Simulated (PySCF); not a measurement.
# Building multiplets from coupling constants

Molfile (atoms numbered from 1):
```
C2HF
     RDKit          3D

  4  3  0  0  0  0  0  0  0  0999 V2000
   -0.6117   -0.0001    0.0052 C   0  0  0  0  0  0  0  0  0  0  0  0
    0.5190   -0.0001   -0.4072 C   0  0  0  0  0  0  0  0  0  0  0  0
    1.7121    0.0002   -0.8427 F   0  0  0  0  0  0  0  0  0  0  0  0
   -1.6194   -0.0000    0.3730 H   0  0  0  0  0  0  0  0  0  0  0  0
  1  2  3  0
  2  3  1  0
  1  4  1  0
M  END
```

PySCF 2.14 calculation with couplings computed with B3LYP/pcJ-1, shielding tensors at PBE0/pcSseg-1 (GIAO) and PBE0-D3(BJ)/def2-SVP structure; one conformer, isolated molecule, non-relativistic.

Shifts are taken against calculated references (same method and geometry level): 1H (31.27 ppm), 13C (184.41 ppm) against TMS; CFCl3 for 19F (177.25 ppm).

Spectrometer: 800 MHz for 1H. First-order analysis; couplings under 1 Hz (under 4 Hz in carbon signals) are ignored, and nearly equal couplings are merged; the smaller ones broaden or split the lines further.

**Question.** What pattern does H4 show (1H)?

**Answer.** A doublet at δ 1.21: 17.1 Hz to F3 (1 × 19F, 3 bonds away). Lines in Hz from the centre (relative intensity): +8.6 (1), -8.6 (1). The outer lines are 17.1 Hz apart, the sum of the couplings kept, or 0.021 ppm at this field.

**Question.** What pattern does F3 show (19F)?

**Answer.** A doublet at δ -219.3: 17.1 Hz to H4 (1 × 1H, 3 bonds away). Lines in Hz from the centre (relative intensity): +8.6 (1), -8.6 (1). The outer lines are 17.1 Hz apart, the sum of the couplings kept, or 0.023 ppm at this field.

**Question.** What pattern does C2 show in the proton-coupled 13C spectrum?

**Answer.** A doublet of doublets at δ 94.4: 386.4 Hz to F3 (1 × 19F, 1 bond away), 72.1 Hz to H4 (1 × 1H, 2 bonds away). Lines in Hz from the centre (relative intensity): +229.2 (1), +157.2 (1), -157.2 (1), -229.2 (1). The outer lines are 458.5 Hz apart, the sum of the couplings kept, or 2.279 ppm at this field.

**Question.** What pattern does C1 show in the proton-coupled 13C spectrum?

**Answer.** A doublet of doublets at δ 15.0: 307.3 Hz to H4 (1 × 1H, 1 bond away), 36.7 Hz to F3 (1 × 19F, 2 bonds away). Lines in Hz from the centre (relative intensity): +172.0 (1), +135.3 (1), -135.3 (1), -172.0 (1). The outer lines are 344.0 Hz apart, the sum of the couplings kept, or 1.710 ppm at this field.
